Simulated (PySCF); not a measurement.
Bonds (- single, = double, # triple, : aromatic): C1#C2 1.217 Å, C2-P3 1.764 Å, P3=C4 1.699 Å, C4=O5 1.150 Å. C1 carries H6.

Geometry: PBE0-D3(BJ)/def2-SVP; GIAO shifts from PySCF, gas phase, non-relativistic, averaged over equivalent atoms.

At PBE0/pcSseg-1 (97 basis functions, 4.3 s wall time on 1 thread of an Arm Neoverse V2, shared host):
```tsv
atoms	δ (ppm)
C4	224.3
C1	111.1
C2	64.1
P3	-250.2
O5	473.0
H6	2.99
```

Chemical shifts δ = σref − σ; ¹³C (σ = 184.41 ppm), ¹H (σ = 31.27 ppm) against TMS; ³¹P (σ = 310.13 ppm) vs H3PO4; H2O for ¹⁷O (σ = 334.56 ppm), all at this level.

Q: Estimate the result of repeating the calculation with PBE/pcSseg-2.

A: 
```
atoms  δ at PBE/pcSseg-2  change
   C4              227.5    +3.2
   C1              111.1    +0.0
   C2               64.4    +0.3
   P3             -268.6   -18.4
   O5              458.6   -14.4
   H6               2.76   -0.23
```

Referencing at the same level of theory: ¹³C (179.39 ppm) and ¹H (31.18 ppm) vs TMS; ³¹P (281.80 ppm) vs H3PO4; ¹⁷O (327.88 ppm) against H2O.

The largest change is at P3 (phosphorus bonded to 2 C). Cost: 201 basis functions, 14 s wall time on 1 thread of an Arm Neoverse V2, shared host. The order of the carbon signals is the same at both levels.

Unscaled 17O shifts of doubly bonded oxygen tend to come out too high, by tens of ppm or more. Experimental scales use liquid or dissolved standards, which lie at an offset from isolated H2O (liquid H2O: subtract about 36 ppm) and H3PO4.
